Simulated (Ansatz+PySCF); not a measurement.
## singlet C2H2O2: levels of theory in one basis

```xyz
6

C    -0.0351   -0.0026   -0.7365
C    -0.0328   -0.0217    0.7973
O    -0.0158    1.0540   -1.3110
O     0.0160   -1.0932    1.3198
H    -0.0497   -0.9753   -1.2493
H    -0.0296    0.9972    1.2889
```

Basis set: def2-SVP (spherical functions). Left uncorrelated: 4 orbitals. Charge 0, multiplicity 1.

Computed with Ansatz (development build ahead of 0.2.0) and PySCF 2.14.0; each method stands on the lowest determinant of its kind that the runs found. Active spaces start from the frontier orbitals, and the lowest solution found is given.

```
     method  E − E(RHF) (eV)  <S²> of the determinant
        RHF             0.00                     0.00
        UHF             0.00                     0.07
    RHF-MP2           -16.67                        –
    UHF-MP2           -16.49                     0.07
RHF-CCSD(T)           -17.78                        –
CASSCF(4,4)            -1.97                        –
```

Task: What does RHF-CCSD give on the same scale?

Result: -17.20 eV.

Task: Is a single determinant a sound starting point here?

Result: By this sign, yes. Unrestricted orbitals gain 0.00 eV and <S²> is 0.07 against 0.00 for a pure state. The CASSCF(4,4) natural occupations are 1.98, 1.93, 0.07, 0.02.

Caution for UHF-MP2: another reference gives a lower total. Caution for CASSCF(4,4): other starts end on other solutions of this active space.
